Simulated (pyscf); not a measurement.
Single points on ωB97X-D3(BJ)/def2-SVP structures (PySCF, gas phase).

### Question
What is the homolytic dissociation enthalpy (298 K, ωB97M-D3(BJ)/def2-TZVP) of the Ga–S bond of H₂N–Ga(NH₂)–SH (SMILES [NH2][Ga]([NH2])[SH]), to [H₂N–Ga–NH₂]• + SH•?

### Answer
Ga–S to [H₂N–Ga–NH₂]• + SH•: 86.4 kcal/mol. The 7 functionals that were run give +82.6 (B3LYP-D3(BJ)) to +91.9 kcal/mol (ωB97X-D3(BJ)). The radicals are drawn with the spin at the cut bond; how far it spreads was not checked. Other isomers of [H₂N–Ga–NH₂]• were not searched in full and may lie lower. Left out: the spin-orbit lowering of SH. Elements up to Kr have no core potential and no relativistic terms here.
